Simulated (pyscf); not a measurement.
Structures and frequencies: ωB97X-D3(BJ)/def2-SVP in PySCF.

Task: H₃C–Al(CH₃)–NH₂ (SMILES [CH3][Al]([CH3])[NH2]) + H• (SMILES [H]) -> CH₄ (SMILES C) + [H₃C–Al–NH₂]• (SMILES [CH3][Al][NH2])
Surface: doublet. Broken: Al–C. Formed: C–H. Give ΔE‡ and ΔE from ωB97M-D3(BJ)/def2-TZVP, relative to the separated reactants.

Result: ΔE‡ = 1.07 eV, ΔE = -1.00 eV. Zero-point energy shifts the barrier by +0.08 eV. It is a substitution at C, with an imaginary mode of 1647i cm⁻¹. The same reactants have a lower exit, to [H₃C–Al(CH₃)–NH]• + H₂ (barrier +0.82 eV at ωB97M-D3(BJ), against +1.07 eV here). This is the saddle that the search found; another between the same sides may lie lower. The angle at the attacked C is 162°.
